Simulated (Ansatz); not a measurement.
## Lattice parameter a of some cubic elemental metals

Method: r²SCAN+rVV10 in Ansatz (plane waves, PAW). References are measured values corrected to a static lattice. The table is a random draw of 6 from 25 solids with such references.

Values in Å.

```tsv
solid	reference	r²SCAN+rVV10	error (%)
bcc V	3.021	2.975	-1.52
bcc Mo	3.141	3.144	+0.10
antiferromagnetic bcc Cr	2.877	2.945	+2.36
fcc Pd	3.876	3.890	+0.36
bcc Ta	3.299	3.295	-0.12
fcc Sr	6.045¶	6.064	+0.31
```

Over these 6 solids the mean error is +0.25 %, the mean absolute error 0.80 % (median 0.34 %), and the worst case antiferromagnetic bcc Cr at +2.36 %; the value is too high in 4 of 6 cases. Over all 25, from unrounded values, the mean error is +0.32 % and the mean absolute error 0.72 % (median 0.35 %).

All these references are brought to a static lattice.

Spin–orbit coupling is left out, also for the solids with elements from indium on (bcc Ta); its size isn't shown.

¶ marks references of a special kind: fcc Sr, 6.045 Å (measured, low-temperature or extrapolated to 0 K; zero-point anharmonic expansion removed; as tabulated in Csonka et al. (2009), arXiv:0903.4037).

Differences are worked out from the printed values.

Caveats: the commensurate order stands in for chromium's spin-density wave, and the size of the moments varies much between levels (antiferromagnetic bcc Cr). Ansatz's density-functional and Hartree–Fock values are scalar-relativistic unless marked +SOC, with PAW data made under PBE.

Ansatz's runs of these crystals have no spin polarisation, but for antiferromagnetic bcc Cr. Meta-GGAs and exact exchange favour moments, which can bear on bcc V, antiferromagnetic bcc Cr, fcc Pd.

Density-functional runs with spin start from opposed moments for antiferromagnetic bcc Cr.

Not in this set, of the elemental metals with a reference value in our tables and a result at some level: 19 for a reference at room or unstated temperature. These can be a level's best or worst cases. Solids without a released value at any level aren't counted. Layered and molecular crystals are counted apart. The metals Ce to Yb are counted apart.

References as tabulated in Mejia-Rodriguez and Trickey (2018), arXiv:1807.09216; Levämäki et al. (2014), arXiv:1402.3671; Csonka et al. (2009), arXiv:0903.4037.

Ansatz is a first-principles code.
